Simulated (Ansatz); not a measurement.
Consider InP in the zinc blende structure (space group F-43m, No. 216; a = 5.960 Å).

Levels (all Ansatz, an electronic-structure program, PAW): PBE (420 eV, spin-orbit coupling left out); r2SCAN (500 eV, spin-orbit coupling left out); HSE06 (420 eV, without spin-orbit coupling).

Levels that relaxed their own cell: PBE and r2SCAN.

| level | band gap | lattice parameter a | electron mass at Γ |
|---|---|---|---|
| PBE | 0.44 eV | 5.960 Å | 0.037 mₑ |
| r2SCAN | 1.03 eV | 5.907 Å | 0.074 mₑ |
| HSE06 | 1.36 eV | – | – |

Measured: band gap 1.47 eV (static lattice; corrected from measurement; as listed in Wei Chen et al., Physical Review Materials (2018)); lattice parameter a 5.858 Å (static lattice; corrected from measurement; as listed in Daniel Mejia-Rodriguez, S. B. Trickey, Phys. Rev. B (2018)); electron mass at Γ 0.079 mₑ (temperature not stated; as listed in Magdalena Laurien, Oleg Rubel, Phys. Rev. B (2022)).

Computed minus measured — band gap: PBE -1.03 eV, r2SCAN -0.44 eV, HSE06 -0.11 eV (closest: HSE06); lattice parameter a: PBE +1.7 %, r2SCAN +0.8 % (closest: r2SCAN); electron mass at Γ: PBE -53 %, r2SCAN -7 % (closest: r2SCAN). Measured values not marked as corrected hold thermal and zero-point effects that the static-lattice runs lack. A measured gap can be an optical one, lowered by exciton binding. Levels without spin-orbit coupling miss its lowering of the gap, often about a third of the valence-band splitting.

Single points use the geometry relaxed with r2SCAN. Effective masses come from finite differences of ±0.01 Å⁻¹. No phonon test of stability was made.
